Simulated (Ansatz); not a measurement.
Results of PBE+U (ortho-atomic projectors) (plane waves, PAW; Ansatz, a first-principles code) for rutile MnF2.

Settings: plane-wave cutoff 520 eV, 8×8×10 k mesh (along the axes of the cell as run), U_eff Mn 3.9 eV, perturbation theory, spin-polarised with opposed moments, scalar-relativistic PAW data made under PBE.

Computed at the level's own relaxed cell.

### Question
Predict the high-frequency dielectric constant (mean over three axes) and static dielectric constant (mean over three axes).

### Answer

high-frequency dielectric constant (mean over three axes): 2.41
static dielectric constant (mean over three axes): 7.90

Measured, for comparison: static dielectric constant 8.15 (temperature not stated, no zero-point or thermal correction, polycrystalline average of the tensor's eigenvalues; as tabulated in Petousis et al. (2017), doi:10.1038/sdata.2016.134). Computed (rounded) less measured: static dielectric constant -3 %.

It cost roughly 60 core-minutes of CPU time.
